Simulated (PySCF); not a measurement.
Basis-set dependence of excited states

Species: P₂.
SMILES: `P#P`

TDDFT with PBE0 (PySCF), vertical singlets, core orbitals frozen in the response, spherical d and f functions. Isolated species at its PBE0-D3(BJ)/def2-SVP geometry, gas phase.

```json
{"basis": "6-31G*", "functions": "36", "diffuse": "no", "S1 (eV)": "3.62", "S2 (eV)": "4.02", "S3 (eV)": "4.02", "S4 (eV)": "4.35", "S5 (eV)": "4.35", "LUMO (eV)": "-2.60", "α (au)": "36.6"}
{"basis": "def2-SVP", "functions": "36", "diffuse": "no", "S1 (eV)": "3.66", "S2 (eV)": "4.06", "S3 (eV)": "4.06", "S4 (eV)": "4.40", "S5 (eV)": "4.40", "LUMO (eV)": "-2.46", "α (au)": "34.7"}
{"basis": "6-31+G*", "functions": "44", "diffuse": "yes", "S1 (eV)": "3.61", "S2 (eV)": "4.00", "S3 (eV)": "4.00", "S4 (eV)": "4.33", "S5 (eV)": "4.33", "LUMO (eV)": "-2.70", "α (au)": "41.0"}
{"basis": "def2-SVPD", "functions": "48", "diffuse": "yes", "S1 (eV)": "3.62", "S2 (eV)": "4.00", "S3 (eV)": "4.00", "S4 (eV)": "4.39", "S5 (eV)": "4.39", "LUMO (eV)": "-2.50", "α (au)": "46.1"}
{"basis": "aug-cc-pVDZ", "functions": "54", "diffuse": "yes", "S1 (eV)": "3.61", "S2 (eV)": "3.99", "S3 (eV)": "3.99", "S4 (eV)": "4.36", "S5 (eV)": "4.36", "LUMO (eV)": "-2.63", "α (au)": "48.9"}
{"basis": "def2-TZVP", "functions": "74", "diffuse": "no", "S1 (eV)": "3.58", "S2 (eV)": "3.92", "S3 (eV)": "3.92", "S4 (eV)": "4.30", "S5 (eV)": "4.30", "LUMO (eV)": "-2.56", "α (au)": "41.5"}
{"basis": "def2-TZVPD", "functions": "86", "diffuse": "yes", "S1 (eV)": "3.56", "S2 (eV)": "3.91", "S3 (eV)": "3.91", "S4 (eV)": "4.31", "S5 (eV)": "4.31", "LUMO (eV)": "-2.61", "α (au)": "49.1"}
{"basis": "aug-cc-pVTZ", "functions": "100", "diffuse": "yes", "S1 (eV)": "3.58", "S2 (eV)": "3.93", "S3 (eV)": "3.93", "S4 (eV)": "4.31", "S5 (eV)": "4.31", "LUMO (eV)": "-2.64", "α (au)": "49.8"}
```

Q: Compare the sets with the largest diffuse one.

A: States are compared by their number. Against the largest diffuse basis here (aug-cc-pVTZ, itself not a converged limit), sets without diffuse functions differ by up to 0.08 eV in S1 and 0.10 eV in S5; the smaller diffuse sets differ by up to 0.04 and 0.09 eV. State by state, the largest deviation of a set without diffuse functions is S1 0.08, S2 0.14, S3 0.14, S4 0.10, S5 0.10 eV. The same number needn't mean the same state in each row. Against aug-cc-pVTZ the polarisability deviates by -26% in 6-31G*, -30% in def2-SVP, -18% in 6-31+G*, -7% in def2-SVPD, -2% in aug-cc-pVDZ, -17% in def2-TZVP, -1% in def2-TZVPD.
